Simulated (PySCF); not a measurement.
# NP: calculation against experiment

**What was measured.**

From NIST CCCBDB Release 22 (SRD 101), experimental dipoles, for the gas: dipole moment (microwave Stark effect, equilibrium value μe) 2.751 ± 0.0008 D.

From Liu, Meijer, Perez-Rios, Phys. Chem. Chem. Phys. 22 (2020) 24191, for the gas: dipole moment 2.7514 D.

The results are set against them at the end.

NP.
Numbering: `[N:1]#[P:2]`

Geometry (PBE0/def2-TZVP, Å), atoms numbered from 1 in this order:
```
atom  x, y, z in Å
N1     0.7410   -0.0067    0.0012
P2    -0.7384    0.0008   -0.0079
```

Runs made with PySCF (gas phase, on this PBE0/def2-TZVP geometry; no spin–orbit coupling):

```json
{"level": "PBE0/def2-TZVP, grid level 1", "job": "geometry optimisation from a GFN2-xTB start", "basis functions": "68", "wall time": "1.9 s"}
```

Hardware: an Arm Neoverse V1 with one thread, no GPU, on a shared host.

**Comparison with experiment**

**Dipole moment.** Measured: 2.751 D (NIST CCCBDB Release 22 (SRD 101), experimental dipoles) and 2.7514 D (Liu, Meijer, Perez-Rios, Phys. Chem. Chem. Phys. 22 (2020) 24191). Differences are taken against the first.

```csv
level,computed (D),computed − measured (D),% (from the printed values)
PBE0/def2-TZVP,2.844,+0.093,+3
```

The computed dipoles belong to one fixed geometry; measured ones are averaged over vibrations unless marked μe. Magnitudes are compared, not signs.

The geometry is computed, not the measured one. Where a level misses, the cause wasn't examined.
